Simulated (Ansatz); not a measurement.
## How far a parabola holds: energy against volume of cubic perovskite CsSnBr3

System: cubic perovskite CsSnBr3. Method: PBE in Ansatz (plane waves, PAW). Numerical settings: plane-wave cutoff 520 eV, 6×6×6 k mesh, Fermi–Dirac smearing 0.01 eV, scalar-relativistic PAW data made under PBE. The cell has no free parameter but its volume, all volumes share cutoff and mesh, and the runs aren't spin-polarised. Energies are free energies at the run's smearing, counted from the lowest row; static lattice.

```
V (Å³/atom)  E (meV/atom)
-----------  ------------
39.362               4.27
40.182               1.03
41.002               0.00
41.822               0.95
42.643               3.68
43.463                  ?
```

Fit E of the 5 rows that show it with a parabola. With u = V - 41.0, the rows have u = -1.6380, -0.8180, 0.0020, 0.8220, 1.6430. Least squares gives E = -0.002 - 0.1607·u + 1.4777·u². Residuals (row less fit): 0.044, -0.088, 0.002, 0.086, -0.043; standard error 0.097 (degrees of freedom: 2). The fitted curve has its minimum at V = 41.1, where E = -0.01. Its curvature is d²E/dV² = 2 × 1.4777 meV/Å⁶, so B = V0·d²E/dV² × 0.1602 = 19.4 GPa.

### Question
Predict the withheld E at V = 43.463 from the fit, and compare with the calculation.

### Answer
u = 2.4630, so E = -0.002 - 0.1607 × 2.4630 + 1.4777 × 2.4630² = 8.566 meV/atom. The calculation gives 7.99 meV/atom, 0.576 meV/atom below the prediction (7.2 % of the range of E in the table). The row lies outside the fitted rows, so this is an extrapolation. From the scatter of the fitted rows alone, a prediction at this place has a standard error of 0.230 meV/atom, so the miss is 2.5 times that.

The residuals are curvature that a parabola lacks, not noise. A solid that stiffens under compression and softens on expansion lies above the parabola at the compressed end and under it at the expanded end, as this row does. A third-order Birch-Murnaghan fit to the whole scan has B0 = 19.3 GPa. Only scans are tabulated whose curvature falls smoothly with volume, and where the parabola meets the shown rows within 5 % of their range and misses the end by 0.1 meV or more.

Note: the relaxation could not lower the start's symmetry, so the cell can be a saddle point above a distorted one.

Spin–orbit coupling is not included.

Ansatz is an electronic-structure program.
